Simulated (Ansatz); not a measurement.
# BH2+ (triplet): the correlation ladder at scale of all distances = 1.117, aug-cc-pVTZ

An exercise on one series of results from a longer session: the logs are not shown, and one member is left open.

Computed with Ansatz 0.2.0, Gaussian basis. Level: aug-cc-pVTZ, core rule «outside noble gas», up to 1 orbitals frozen.

To be run: UHF; CCSD(T) on ROHF; CCSD(T) on UHF; BCCD(T) on ROHF; CCSDT(Q) on ROHF; CCSDT(Q) on UHF; CASSCF and NEVPT2, 4 electrons in 6 orbitals; Full CI.

15 further runs of the same task are left out: 11 that didn't finish, 4 set aside as unsound or not needed.

## The geometry

The geometry derives from a PBE0/def2-TZVP stationary point (not a proven minimum). All distances are scaled together.

3 atoms, charge 1, spin multiplicity 3.

Atoms are counted from 1 here; the program's logs count them from 0.

Bond lengths: B1–H2 1.442 Å, B1–H3 1.442 Å. Angles: H2–B1–H3 66.8°.

The first run:

File in.yaml:

```yaml
crystal:
  periodic: [false, false, false]
  atoms:
    - {symbol: B, position_ang: [0.000000, 0.000000, -0.189192]}
    - {symbol: H, position_ang: [0.000000, 0.793691, 1.014623]}
    - {symbol: H, position_ang: [0.000000, -0.793691, 1.014623]}
basis:
  gaussian: {orbitals: aug-cc-pVTZ}
total_charge: 1
magnetization: {spin_polarized: true, initial_magnetization: 2}
hamiltonian: {xc: hf}
output: {orbitals: {seedname: orbitals}}
```

Command:

```bash
ansatz run in.yaml --threads 1 --pin off --events-out ev --progress --plain --max-ram 2393MiB
```

Among the steps run: UHF; CCSD(T) on ROHF; CCSD(T) on UHF; BCCD(T) on ROHF; CCSDT(Q) on ROHF; CCSDT(Q) on UHF; CASSCF and NEVPT2, 4 electrons in 6 orbitals; Full CI.

One of the session's tables, all rows but one given; the rest of the session is left out.

```
        method  from FCI (kcal/mol)
          ROHF               +49.79
           UHF               +46.29
          RMP2               +12.03
          UMP2               +12.32
         RCCSD                +1.59
         UCCSD                +1.47
      RCCSD(T)                +0.36
      UCCSD(T)                +0.35
       BCCD(T)                +0.36
        RCCSDT                +0.02
        UCCSDT                    ?
     RCCSDT(Q)                 0.00
     UCCSDT(Q)                 0.00
CASSCF valence               +23.55
NEVPT2 valence                +5.43
           FCI                    0
```

Estimate the missing values for UCCSDT.

As computed: from FCI (kcal/mol): +0.01. In the column «from FCI (kcal/mol)» it lies between FCI (0) and RCCSDT (+0.02).

Caveats from the session: Levels on UHF freeze UHF's core orbitals, full CI those of ROHF, so the U rows can settle a little off it for that reason alone. Restricted and unrestricted rows rest on different reference determinants; where their highest levels disagree by more than a few hundredths of an eV, they describe different states and don't form one ladder.
